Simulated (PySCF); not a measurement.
A database entry of computed molecular properties. Lists by class give the value and the number of equivalent atoms.

```json
{
 "name": "hydroxide",
 "formula": "HO",
 "smiles": "[OH-]",
 "charge": -1,
 "multiplicity": 1,
 "geometry_level": "PBE0-D3(BJ)/def2-SVP",
 "atoms_angstrom": [
  ["O", 0.513, -0.081, 0.007],
  ["H", -0.464, -0.006, -0.029]
 ],
 "electronic_structure_code": "PySCF",
 "results": {
  "PBE0-D3(BJ)/def2-SVP geometry optimisation, gas phase": {
   "point_group": "C∞v",
   "rotational_constants_GHz": [554.193]
  },
  "KT3/pcSseg-2 ground state and GIAO shieldings, non-relativistic": {
   "homo_eV": 3.42,
   "lumo_eV": 6.35,
   "shift_vs_computed_TMS_H_by_class_ppm": [
    [-6.62, 1]
   ],
   "shielding_other_nuclei_by_class_ppm": [
    ["O", 347.9, 1]
   ]
  },
  "B3LYP/pcJ-1 indirect spin-spin coupling, non-relativistic, gas phase": {
   "largest_one_bond_couplings_by_class_Hz": [
    ["17O–1H", -49.2, 1]
   ]
  },
  "delta-SCF UKS SCAN, pcX-2 on the ionised atom, pcseg-1 elsewhere, spin-free X2C": {
   "core_binding_eV": [
    ["O1s", 527.33, 1]
   ]
  }
 }
}
```

B corresponds to 18.486 cm⁻¹ and a moment of inertia of 0.91 u Å² (most abundant isotopes).

 The geometry's basis has no diffuse functions, a weakness for an anion. The HOMO energy is positive, so at this level the finite basis confines the outermost electrons. No diffuse functions stand in pcJ-1 and pcSseg-2, which bears on an anion's orbital energies.
